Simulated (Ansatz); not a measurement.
AlBH₄Si, SMILES [BH]1[AlH][SiH2]1, a polarisability from point charges

Program: Ansatz 0.2.0 through its Python package.

Run as a notebook:

In [1]:
```python
from dataclasses import dataclass

import ansatz
from ase import Atoms
import numpy as np
```

In [2]:
```python
@dataclass(frozen=True)
class Settings:
    basis_set: str = "def2-SVPD"
    functional: str = "hf"
```

In [3]:
```python
opts = Settings()

atoms = Atoms(["B", "Al", "Si", "H", "H", "H", "H"], positions=[
    [-1.0987, -0.5926, -0.236],
    [0.9448, -0.5109, -0.8689],
    [0.0405, 0.6684, 0.71],
    [-2.1596, -0.9759, -0.3979],
    [2.1741, -0.9845, -1.7985],
    [-0.1969, 2.1002, 0.4392],
    [0.3571, 0.2273, 2.1065],
])
molecule = ansatz.Crystal.molecule_from_ase(atoms)

calc = molecule.calculation()
calc = calc.basis(gaussian=opts.basis_set)
calc = calc.functional(opts.functional).forces()
# charges +q and -q at -R and +R make a nearly even field 2 k q / R^2 at the centre
centre = np.mean([site.position_ang for site in molecule.cartesian_sites], axis=0)
field = 2 * 14.399645 * 2.0 / 40.0 ** 2


def dipole(axis, sign):
    arm = 40.0 * np.eye(3)[axis]
    pair = [{"charge": sign * 2.0, "position_ang": (centre - arm).tolist()}, {"charge": -sign * 2.0, "position_ang": (centre + arm).tolist()}]
    deck = calc.input().set(ansatz.key.basis.gaussian.point_charges, pair)
    return np.array(ansatz.Session.from_dict(deck).plan().execute().report["charge_distribution"]["dipole_moment_e_ang"])
```

In [4]:
```python
print(f"field {field:.4f} V/A")
alpha = np.array([(dipole(axis, 1) - dipole(axis, -1)) / (2 * field) * 14.399645 for axis in range(3)])
print("polarisability tensor (A^3)")
print(np.array2string(alpha, precision=3, suppress_small=True))
print(f"mean {np.trace(alpha) / 3:.3f} A^3 = {np.trace(alpha) / 3 / 0.14818471:.2f} bohr^3")
```
```text
field 0.0360 V/A
polarisability tensor (A^3)
[[11.434 -0.34  -1.399]
 [-0.342 10.229  1.878]
 [-1.394  1.878 11.022]]
mean 10.895 A^3 = 73.53 bohr^3
```

The geometry is a force-field or estimated start, not a minimum of this method, and the basis set is short of its limit. The field of two point charges is only nearly even. Hardware and time: 7.2 s on 1 thread of Arm Neoverse V2 (shared host), peak memory 0.24 GiB.
